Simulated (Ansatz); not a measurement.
The same path of CH₄AlN (7 atoms, charge 0, multiplicity 1) was run twice with different band settings. Lost on the way: C1–H4. Made: N2–H4.

Method: RKS PBE-D4/def2-SVP (Ansatz 0.2.0).

Relaxed end points:

```xyz
7
Properties=species:S:1:pos:R:3
C -0.593 -0.018 -0.617
N -0.124 0.515 0.712
Al 1.111 -0.586 0.150
H -1.503 -0.659 -0.597
H -0.661 0.719 -1.447
H -0.684 1.184 1.242
H 2.517 -1.223 0.511
```

```xyz
7
Properties=species:S:1:pos:R:3
C -0.048 0.373 -0.919
N -0.623 0.082 0.451
Al 1.266 -0.507 -0.094
H -1.452 -0.536 0.475
H -0.640 0.918 -1.668
H -0.841 0.904 1.039
H 2.399 -1.303 0.670
```

Common settings: spring 5.0 eV/Å²; optimiser quadratic models (default); start path through a guess of the saddle point; force threshold 0.05 eV/Å; iteration limit 60; end points relaxed.

| run | movable images | climbing image |
| --- | --- | --- |
| 1 | 7 | yes |
| 2 | 3 | no |

**Question.** What does each run give, and how far can it be trusted?

**Answer.** Run 1: converged after 11 iterations, highest image 2.715 eV above the first end. A vibrational analysis at the climbing image gives one clearly imaginary mode, 1270i cm⁻¹: a first-order saddle point.
Run 2: converged after 10 iterations, highest image 2.715 eV above the first end. Neighbouring images differ by up to 1.5 eV, so the band resolves the path poorly. No image climbed, so the highest image needn't sit at the top of the path. So few images can step over the top or miss a turn of the path.
The orbitals stay closed-shell, which can raise the energy where a bond breaks towards radicals; this wasn't checked here.
